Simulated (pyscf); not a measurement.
PySCF, gas phase, ωB97X-D3(BJ)/def2-SVP geometries.

**Question.** HO–SiH(OH)–OH + HCl → HO–Si(OH)(OH)–Cl + H₂
Surface: singlet. Broken: H–Si, Cl–H. Formed: Cl–Si, H–H. Give ΔE‡ and ΔE from M06-2X/def2-TZVP, relative to the separated reactants.

**Answer.** ΔE‡ = 1.28 eV, ΔE = -1.01 eV. ωB97M-D3(BJ)/def2-TZVP gives 1.29 eV and -0.92 eV. Zero-point energy shifts the barrier by +0.07 eV. It is a four-centre exchange, with an imaginary mode of 815i cm⁻¹. On the reactant side the descent ends in a complex (not fully relaxed), 0.28 eV under the separated species and 1.54 eV under the saddle at ωB97X-D3(BJ)/def2-TZVP. One saddle was located; it need not be the lowest between these sides.
